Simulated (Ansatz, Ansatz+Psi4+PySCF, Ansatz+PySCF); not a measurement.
```yaml
atoms:
  - { symbol: H, position_ang: [-2.4534, -0.0153, 0.2394] }
  - { symbol: N, position_ang: [-1.5525, -0.3462, -0.0702] }
  - { symbol: C, position_ang: [-0.4963, 0.5377, 0.0137] }
  - { symbol: C, position_ang: [0.8227, 0.1101, 0.0011] }
  - { symbol: N, position_ang: [1.9141, -0.2442, 0.0038] }
  - { symbol: H, position_ang: [-1.3677, -1.3148, 0.1449] }
  - { symbol: H, position_ang: [-0.7229, 1.5935, -0.0087] }
```

Basis set: cc-pVTZ (spherical functions). Frozen core: 4 orbitals. Correlation on ROHF uses semicanonical orbitals with singles. Charge 0, multiplicity 2.

Computed with Ansatz (development build ahead of 0.2.0); each method stands on the lowest determinant of its kind that the runs found.

(1) Give the atomization energy at this shape (free ground-state atoms in the same class of orbitals less the molecule, no zero-point energy) of doublet C2H3N2 by ROHF-MP2, UHF-MP2, UHF.

## Answers

(1)

```tsv
method	atomization energy
ROHF-MP2	29.55 eV
UHF-MP2	29.19 eV
UHF	19.66 eV
```

Caution for ROHF-MP2, UHF-MP2: forces differ strongly between restricted and unrestricted references. Caution for UHF-MP2, UHF: the unrestricted determinant is spin contaminated.
